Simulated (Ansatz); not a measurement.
I need a geometry optimisation of AlClH4Si, SMILES [SiH3][AlH][Cl]. Use the Python package of Ansatz (0.2.0). Level of theory: Hartree-Fock, def2-SVP basis, multiplicity 1.

The script reads `alclh4si.xyz`:
```text
7

Si   -0.81470    0.53070   -0.28870
Al    1.02040   -0.60580    0.48600
Cl    1.79740   -2.29820   -0.69220
H    -1.92660   -0.33760   -0.42450
H    -0.55960    1.14970   -1.63480
H    -1.19990    1.66540    0.64450
H     1.74420   -0.17220    1.86410
```

`opt.py`
```python
"""Relax the AlClH4Si molecule."""

import ansatz as az
import numpy as np

BASIS = "def2-SVP"
FUNCTIONAL = "hf"

geometry = az.Crystal.molecule_from_extxyz("alclh4si.xyz")

setup = (
    geometry.calculation()
    .basis(gaussian=BASIS)
    .functional(FUNCTIONAL)
)
symbols = [site.symbol for site in geometry.cartesian_sites]
start = np.array([site.position_ang for site in geometry.cartesian_sites], dtype=float)
r = setup.relax(force_tolerance=0.02, max_steps=100).run().report
end = np.array(r["positions_ang"])

print(f"E = {r['free_energy_ev']:.6f} eV = {r['free_energy_ev'] / 27.211386246:.7f} Ha")
print("converged:", r["converged"], " doubts:", r["published_state_doubts"] or "none")

print("final positions (A) and the move of each atom")
for symbol, xyz, old in zip(symbols, end, start):
    print(f"{symbol:2s} {xyz[0]:10.5f} {xyz[1]:10.5f} {xyz[2]:10.5f}   {np.linalg.norm(xyz - old):7.4f}")
```

Output of `python opt.py`:
```text
E = -27005.306378 eV = -992.4267045 Ha
converged: True  doubts: none
final positions (A) and the move of each atom
Si   -0.87688    0.58863   -0.32124    0.0910
Al    1.10025   -0.63049    0.52832    0.0937
Cl    1.84462   -2.26206   -0.60007    0.1096
H    -2.03808   -0.32806   -0.45545    0.1161
H    -0.59197    1.17745   -1.65535    0.0473
H    -1.25427    1.68955    0.60268    0.0727
H     1.87753   -0.30302    1.85552    0.1870
```

Notes:
- Total energies depend on the basis set; only differences at equal settings carry meaning.
- The end point is the stationary point reached from this start; no frequency run checks that it is a minimum, and the basis set is modest.
- It ran for 4.2 s on 1 thread of Arm Neoverse V2, with other jobs on the host, peak memory 0.2 GiB.

(Lines on the test bed's own set-up are left out of the output.)
